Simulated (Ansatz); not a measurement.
# SiH₅O (doublet): from Hartree-Fock to the top rungs at distance O1–H3 along a hydrogen transfer = 1.232 Å, cc-pVDZ

One table from this session's results is given with a row withheld; the runs are named, their logs left out.

Method: cc-pVDZ, core rule «outside noble gas», up to 6 orbitals frozen; program: Ansatz 0.2.0, Gaussian basis.

To be run: UHF; CCSD(T) on ROHF; CCSD(T) on UHF; BCCD(T) on ROHF; CISD; CCSDT(Q) on ROHF; CCSDT(Q) on UHF; CASSCF and MRCISD+Q, 3 electrons in 3 orbitals; CASSCF and NEVPT2, 3 electrons in 3 orbitals.

## What is computed

The geometry derives from fragments relaxed apart (PBE0/def2-TZVP) and kept rigid, so it is no stationary point. A hydrogen atom is moved between rigid fragments.

7 atoms, charge 0, spin multiplicity 2.

Atoms are counted from 1 here; the program's logs count them from 0.

Bond lengths: O1–H2 0.960 Å, O1–H3 1.232 Å, Si4–H5 1.486 Å, Si4–H6 1.486 Å, Si4–H7 1.486 Å. Angles: H2–O1–H3 105.1°, H5–Si4–H6 111.3°, H5–Si4–H7 111.3°, H6–Si4–H7 111.3°.

The first run:

in.yaml

```yaml
crystal:
  periodic: [false, false, false]
  atoms:
    - {symbol: O, position_ang: [-1.969846, -0.019012, 0.000000]}
    - {symbol: H, position_ang: [-2.219156, 0.907564, 0.000000]}
    - {symbol: H, position_ang: [-0.737846, -0.019012, 0.000000]}
    - {symbol: Si, position_ang: [1.065154, -0.019012, 0.000000]}
    - {symbol: H, position_ang: [1.515126, -1.435264, 0.000000]}
    - {symbol: H, position_ang: [1.515128, 0.689115, -1.226512]}
    - {symbol: H, position_ang: [1.515128, 0.689115, 1.226511]}
basis:
  gaussian: {orbitals: cc-pVDZ}
magnetization: {spin_polarized: true, initial_magnetization: 1}
hamiltonian: {xc: hf}
output: {orbitals: {seedname: orbitals}}
```

Launch:

```sh
$ ansatz run in.yaml --threads 1 --pin off --events-out ev --progress --plain --max-ram 4096MiB --backend cpu
```

Steps of the session up to this table: UHF; CCSD(T) on ROHF; CCSD(T) on UHF; BCCD(T) on ROHF; CISD; CCSDT(Q) on ROHF; CCSDT(Q) on UHF; CASSCF and MRCISD+Q, 3 electrons in 3 orbitals; CASSCF and NEVPT2, 3 electrons in 3 orbitals.

One table of the session follows, with a row left open; its other results are not shown here.

```
       method  from UCCSDT(Q) (kJ/mol)
         ROHF                   +953.1
          UHF                   +923.6
         RMP2                   +112.4
         UMP2                   +130.5
         CISD                   +112.1
        RCCSD                    +24.2
        UCCSD                    +23.1
     RCCSD(T)                     +4.5
     UCCSD(T)                     +4.7
      BCCD(T)                     +4.5
       RCCSDT                     +2.1
       UCCSDT                     +2.0
    RCCSDT(Q)                      0.0
    UCCSDT(Q)                        0
  CASSCF pair                   +868.5
  NEVPT2 pair                   +116.6
  MRCISD pair                        ?
MRCISD+Q pair                    +14.8
```

Q: Estimate the row for MRCISD pair from the others.

The run gave: from UCCSDT(Q) (kJ/mol): +95.2. In the column «from UCCSDT(Q) (kJ/mol)» it lies between RCCSD (+24.2) and CISD (+112.1).

To keep in mind: Restricted and unrestricted rows rest on different reference determinants; where their highest levels disagree by more than a few hundredths of an eV, they describe different states and don't form one ladder.
